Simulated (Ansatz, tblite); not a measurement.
# The cluster Ta₄+: one state, many levels, part 2 of 2

How do method and basis change the picture of the cluster Ta₄+ (doublet)?

Ansatz 0.2.0, Gaussian basis; as each input shows. Earlier steps stand in the parts before.

## 17. PBE0-D4/def2-SVP

File in.yaml:

```yaml
crystal:
  periodic: [false, false, false]
  atoms:
    - {symbol: Ta, position_ang: [-1.258934, -0.588356, 0.691531]}
    - {symbol: Ta, position_ang: [-0.416682, 0.458778, -1.462759]}
    - {symbol: Ta, position_ang: [0.545498, 1.184933, 0.906708]}
    - {symbol: Ta, position_ang: [1.130118, -1.055355, -0.135489]}
basis:
  gaussian: {orbitals: def2-SVP, initial_orbitals: start.molden}
total_charge: 1
magnetization: {spin_polarized: true, initial_magnetization: 1}
hamiltonian: {xc: pbe0, dispersion: d4}
scf: {omitted_lower_state_checks: [starts]}
output: {orbitals: {seedname: orbitals}}
```

Started as:

```console
> ansatz run in.yaml --threads 4 --pin off --events-out ev --progress --plain --max-ram 3916MiB
```

Standard output:

```text
Functional definition: PBE0
  name "PBE0"
  cite "Adamo & Barone, J. Chem. Phys. 110, 6158 (1999) doi:10.1063/1.478522"
  cite "Perdew, Burke & Ernzerhof, Phys. Rev. Lett. 77, 3865 (1996) doi:10.1103/PhysRevLett.77.3865"
  parent pbe
  parameter a = 0.25
  parameter kappa = 0.804
  parameter beta = 0.06672455060314922
  exchange = (1 - a)*pbe_x(kappa = kappa, mu = beta*pi^2/3) + a*exact_x
  correlation = pbe_c(beta = beta)
these checks for a lower state are left out or cut short: starts
1320 factors; their error is unknown
mean field evaluation 1: about -6191.4003 eV, gradient 2.7e1 eV
mean field evaluation 2: about -6191.6639 eV, gradient 7.6e-1 eV
mean field evaluation 4: about -6192.1427 eV, gradient 3.1e-1 eV
mean field evaluation 8: about -6192.1429 eV, gradient 6.8e-5 eV
mean field -6192.14291064 eV, -227.5570547806 hartree, gradient 9.4e-6 eV, S^2 0.798142; 0 other end points of the search recorded, 0 dependent functions left out
reference -6192.14294228 eV, -227.5570559436 hartree; 26, 25 occupied and 102, 103 virtual orbitals, 1320 factors
Total energy: -6192.29581491 eV, -227.5626739090 hartree
Checks for a lower state left out: starts
```

Wall time 15 s (4 threads of Arm Neoverse V2, shared host); peak memory 0.66 GiB.

HOMO -8.82 eV, LUMO -6.82 eV (over both spins); ⟨S²⟩ 0.798 (pure: 0.75).

## 18. CCSD(T)/def2-SVP

Edit in.yaml of step 17 so:

```diff
@@ -11,4 +11,4 @@
 magnetization: {spin_polarized: true, initial_magnetization: 1}
-hamiltonian: {xc: pbe0, dispersion: d4}
-scf: {omitted_lower_state_checks: [starts]}
+correlation: {method: ccsd_t}
+scf: {omitted_lower_state_checks: [starts, cluster_reference]}
 output: {orbitals: {seedname: orbitals}}
```

Same command.

Standard output (excerpt; [...] marks lines left out):

```text
Functional definition: HF
  name "HF"
  cite "Fock, Z. Phys. 61, 126 (1930) doi:10.1007/BF01340294"
  parent pbe
[...]
1268 factors; integrals over basis functions are off by at most 7.5e-4 eV
[...]
mean field -6121.68043970 eV, -224.9676067349 hartree, gradient 1.6e-8 eV, S^2 4.509448; 0 other end points of the search recorded, 0 dependent functions left out
reference -6121.68043970 eV, -224.9676067349 hartree; 26, 25 occupied and 102, 103 virtual orbitals, 1268 factors
second order -31.63121987 eV of doubles, -0.00000000 eV of singles
cycle   1  -24.71820298 eV  change     6.9e0 eV  update   5.2e-1
[...]
cycle  26  -30.33083342 eV  change   -5.3e-5 eV  update   2.8e-5
perturbative correction -2.81281320 eV, -0.1033689784 hartree
Total energy: -6154.82408631 eV, -226.1856132824 hartree
Checks for a lower state left out: starts, cluster_reference
```

Run time: 85 s. Hardware: 4 threads of Arm Neoverse V2, shared host; peak memory 2.1 GiB.

From the report: Hartree-Fock HOMO -9.78 eV, LUMO -3.82 eV (over both spins); ⟨S²⟩ 4.509 (pure: 0.75); T1 0.122. Doubts: large T1 diagnostic, spin contamination.

## 19. MP2/def2-TZVP

Edit in.yaml of step 18 so:

```diff
@@ -8,7 +8,7 @@
 basis:
-  gaussian: {orbitals: def2-SVP, initial_orbitals: start.molden}
+  gaussian: {orbitals: def2-TZVP, initial_orbitals: start.molden}
 total_charge: 1
 magnetization: {spin_polarized: true, initial_magnetization: 1}
-correlation: {method: ccsd_t}
-scf: {omitted_lower_state_checks: [starts, cluster_reference]}
+correlation: {method: mp2}
+scf: {omitted_lower_state_checks: [starts]}
 output: {orbitals: {seedname: orbitals}}
```

Launched as before.

Standard output:

```text
Functional definition: HF
  name "HF"
  cite "Fock, Z. Phys. 61, 126 (1930) doi:10.1007/BF01340294"
  parent pbe
  exchange = exact_x
  correlation = 0
these checks for a lower state are left out or cut short: starts
1500 factors; integrals over basis functions are off by at most 5.6e-4 eV
mean field evaluation 1: about -6120.4349 eV, gradient 1.4e1 eV
mean field evaluation 2: about -6121.7733 eV, gradient 1.9e0 eV
mean field evaluation 4: about -6123.0697 eV, gradient 3.6e0 eV
mean field evaluation 8: about -6123.4139 eV, gradient 5.9e-2 eV
mean field evaluation 16: about -6123.6034 eV, gradient 3.2e-2 eV
mean field -6123.80195156 eV, -225.0455708576 hartree, gradient 2.0e-6 eV, S^2 5.099698; 0 other end points of the search recorded, 0 dependent functions left out
reference -6123.80195156 eV, -225.0455708576 hartree; 26, 25 occupied and 134, 135 virtual orbitals, 1500 factors
second order -35.63660757 eV of doubles, -0.00000000 eV of singles
Total energy: -6159.43855913 eV, -226.3551920306 hartree
Checks for a lower state left out: starts
```

It took 10 s on 4 threads of Arm Neoverse V2, shared host; peak memory 0.55 GiB.

Hartree-Fock HOMO -9.58 eV, LUMO -3.86 eV (over both spins); ⟨S²⟩ 5.100 (pure: 0.75). Doubts: spin contamination.

## 20. RPA/def2-TZVP

Edit in.yaml of step 19 so:

```diff
@@ -11,4 +11,4 @@
 magnetization: {spin_polarized: true, initial_magnetization: 1}
-correlation: {method: mp2}
+hamiltonian: {xc: pbe}
+correlation: {method: rpa}
 scf: {omitted_lower_state_checks: [starts]}
-output: {orbitals: {seedname: orbitals}}
```

Same command.

Standard output:

```text
Functional definition: PBE
  name "PBE"
  cite "Perdew, Burke & Ernzerhof, Phys. Rev. Lett. 77, 3865 (1996) doi:10.1103/PhysRevLett.77.3865"
  parent pbe
  parameter kappa = 0.804
  parameter beta = 0.06672455060314922
  exchange = pbe_x(kappa = kappa, mu = beta*pi^2/3)
  correlation = pbe_c(beta = beta)
these checks for a lower state are left out or cut short: starts
1500 factors; integrals over basis functions are off by at most 5.6e-4 eV
mean field evaluation 1: about -6199.8944 eV, gradient 5.3e0 eV
mean field evaluation 2: about -6200.0487 eV, gradient 2.9e-1 eV
mean field evaluation 4: about -6199.9965 eV, gradient 5.0e-1 eV
mean field evaluation 8: about -6200.0016 eV, gradient 7.7e-2 eV
mean field -6200.00172120 eV, -227.8458607419 hartree, gradient 2.4e-6 eV, S^2 0.760348; 0 other end points of the search recorded, 0 dependent functions left out
reference -6119.04227588 eV, -224.8706560029 hartree; 26, 25 occupied and 134, 135 virtual orbitals, 1500 factors
Total energy: -6174.27654728 eV, -226.9004780376 hartree
Checks for a lower state left out: starts
```

Run time: 12 s. Hardware: 4 threads of Arm Neoverse V2, shared host; peak memory 0.63 GiB.

Report: ⟨S²⟩ 0.760 (pure: 0.75).

## 21. Comparison

| level | functions | HOMO (eV) | LUMO (eV) | gap (eV) | ⟨S²⟩ | time |
| --- | --- | --- | --- | --- | --- | --- |
| HF/def2-TZVP | 160 | -9.58 | -3.86 | 5.72 | 5.100 | 14 s |
| PBE-D4/def2-SVP | 128 | -8.27 | -8.04 | 0.23 | 0.759 | 9 s |
| PBE-D4/def2-TZVP | 160 | -8.18 | -7.93 | 0.25 | 0.760 | 16 s |
| revPBE-D4/def2-TZVP | 160 | -8.06 | -7.76 | 0.30 | 0.764 | 16 s |
| BLYP-D4/def2-TZVP | 160 | -8.07 | -7.86 | 0.21 | 0.758 | 16 s |
| r2SCAN-D4/def2-TZVP | 160 | -8.06 | -7.38 | 0.67 | 0.801 | 42 s |
| r2SCANh-D4/def2-TZVP | 160 | -8.31 | -6.97 | 1.34 | 0.854 | 49 s |
| PBE0-D4/def2-SVP | 128 | -8.82 | -6.82 | 2.00 | 0.798 | 15 s |
| PBE0-D4/def2-TZVP | 160 | -8.71 | -6.69 | 2.02 | 0.807 | 14 s |
| HSE06-D4/def2-TZVP | 160 | -8.35 | -7.08 | 1.27 | 0.805 | 20 s |
| PBE+5HF/def2-TZVP | 160 | -8.26 | -7.67 | 0.59 | 0.765 | 12 s |
| PBE+10HF/def2-TZVP | 160 | -8.36 | -7.41 | 0.94 | 0.772 | 9 s |
| PBE+15HF/def2-TZVP | 160 | -8.47 | -7.16 | 1.30 | 0.780 | 12 s |
| PBE+35HF/def2-TZVP | 160 | -8.92 | -6.23 | 2.69 | 0.875 | 22 s |
| PBE+50HF/def2-TZVP | 160 | -9.21 | -5.59 | 3.63 | 1.342 | 37 s |

Energy pieces by basis (eV):

| basis | HF | MP2 correlation | CCSD correlation | (T) | total |
| --- | --- | --- | --- | --- | --- |
| def2-SVP | -6121.6804 | -31.6312 | -30.3308 | -2.8128 | -6154.8241 |
| def2-TZVP | -6123.8020 | -35.6366 |  |  | -6159.4386 (MP2) |

## 22. Summary of results

This closing draws on all 2 parts.

| quantity | value |
| --- | --- |
| gap in def2-TZVP, named functionals and Hartree-Fock, smallest and largest | 0.21 eV (BLYP-D4), 5.72 eV (HF) |
| gap over the share of exact exchange | 0.25 eV at 0, 2.69 eV at 0.35 |
| correlation energy, CCSD(T)/def2-SVP | -33.14 eV |
| correlation energy, MP2/def2-TZVP | -35.64 eV |
| ⟨S²⟩ in def2-TZVP, named functionals and Hartree-Fock, smallest and largest | 0.758, 5.100 |
| PBE0 total energy, smallest basis above largest | 1.27 eV (def2-SVP, def2-TZVP) |

What this shows: Orbital gaps of the named functionals and Hartree-Fock in def2-TZVP span 0.21 eV (BLYP-D4) to 5.72 eV (HF); exact exchange widens it. Raising the share of exact exchange from 0 to 0.35 moves the HOMO by -0.74 eV and the LUMO by +1.71 eV. Over the named functionals and Hartree-Fock in def2-TZVP spin contamination reaches 4.35 (HF), so some levels may describe another state. Notes on CCSD(T)/def2-SVP: large T1 diagnostic, spin contamination.

The slowest run with a step of its own, CCSD(T)/def2-SVP, took 85 s; the quickest functional in def2-TZVP took 9 s (shared host).
